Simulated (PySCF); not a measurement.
All values below come from r2SCAN-D4/def2-TZVP // r2SCAN-D4/def2-SVP (PySCF 2.14.0). Isolated molecules, 0 K electronic values unless said otherwise. 

Reference species (SMILES): `[OH]` (neutral, multiplicity 2).

- dipole moment = 1.76 D

Changed species: `[NH2]` (free radical NH2; the reference has free radical OH).

Q: Give the shifts of the dipole moment.

A: the dipole moment rises by 0.20 D, to 1.96 D.
